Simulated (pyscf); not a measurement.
Optimised with ωB97X-D3(BJ)/def2-SVP in PySCF. Correlated levels are frozen-core, on RHF or UHF. ΔMP2 is the change of the MP2 total energy from the triple- to the quadruple-zeta basis.

Question: `[CH3][CH2][O][SiH3]` → `[CH3][CH2][OH]` + `[SiH2]` [singlet]
Surface: singlet. Broken: O–Si, H–Si. Formed: H–O. Give ΔE‡ and ΔE from CCSD(T)/def2-TZVPP + ΔMP2(QZVPP), relative to the reactant's lowest minimum found.

Answer: ΔE‡ = 78.3 kcal/mol, ΔE = +76.2 kcal/mol. Zero-point energy shifts the barrier by -2.4 kcal/mol. It is a 1,1-elimination, with an imaginary mode of 1599i cm⁻¹. On the product side the descent ends in an adduct with a O–Si contact, 24.5 kcal/mol under the separated species and 24.2 kcal/mol under the saddle at ωB97X-D3(BJ)/def2-TZVP. What is counted as broken (O–Si) persists as a longer contact in the product adduct; parting that adduct is a step of its own. At ωB97X-D3(BJ)/def2-TZVP the barrier from the zero used here is 80.7 kcal/mol. H₃C–CH₂–O–SiH₃ lies 18.1 kcal/mol over its isomer H₃C–CH₂–SiH₂–OH (electronic energy, ωB97M-D3(BJ)/def2-TZVP). One saddle was located; it need not be the lowest between these sides. The CCSD(T) − MP2 part came from Ansatz, without density fitting, on the same reference.
